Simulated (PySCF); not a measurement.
Gas-phase reaction: AlHCl₂ + 2 AlCl ⇌ 2 AlCl₂ + AlH

Method: PySCF energies (xtb for GFN2) plus ideal-gas RRHO corrections (1 bar). † marks an energy on the PBE0/def2-TZVP geometry and frequencies; other levels use their own. CCSD(T) freezes the core. 6-31G* has spherical d functions here. Open shells (unrestricted): AlCl₂ (multiplicity 2); the rest are closed-shell singlets. GFN2 has no spin-polarisation term. B3LYP is the form with VWN-RPA correlation. AlHCl₂: computed as isolated molecules; such fragments, hydroxides, amides, oligomers or adducts are transient or little studied in the gas. CCSD(T) isn't extrapolated to the basis-set limit; its ΔH°(298 K) is 265.3 kJ in def2-SVP and 262.2 kJ in def2-TZVPP. The harmonic model lacks anharmonicity and excited electronic states, which grow with temperature; levels with a mode under 35 cm⁻¹ are left out.

```
level                ΔE electronic, kJ  ΔH°(298 K), kJ  ΔS°(298 K), J/K  ΔG°(2000 K), kJ
-------------------  -----------------  --------------  ---------------  ---------------
B3LYP/6-31G*                       264             258               23              213
BLYP/def2-TZVP†                    262             256               23              213
CCSD(T)/def2-SVP†                  271             265               23              221
CCSD(T)/def2-TZVPP†                268             262               23              218
GFN2-xTB                           226             219               29              160
HF/6-31G*                          202             196               22              154
PBE0/def2-SVP†                     251             245               23              201
PBE0/def2-TZVP                     246             240               23              196
LDA/def2-TZVP†                     266             260               23              216
ωB97M-V/def2-TZVP†                 292             287               23              243
ωB97X-V/def2-TZVP†                 269             264               23              220
```
ΔH° is lowest at HF/6-31G* and highest at ωB97M-V/def2-TZVP†. No reference value is set beside these.
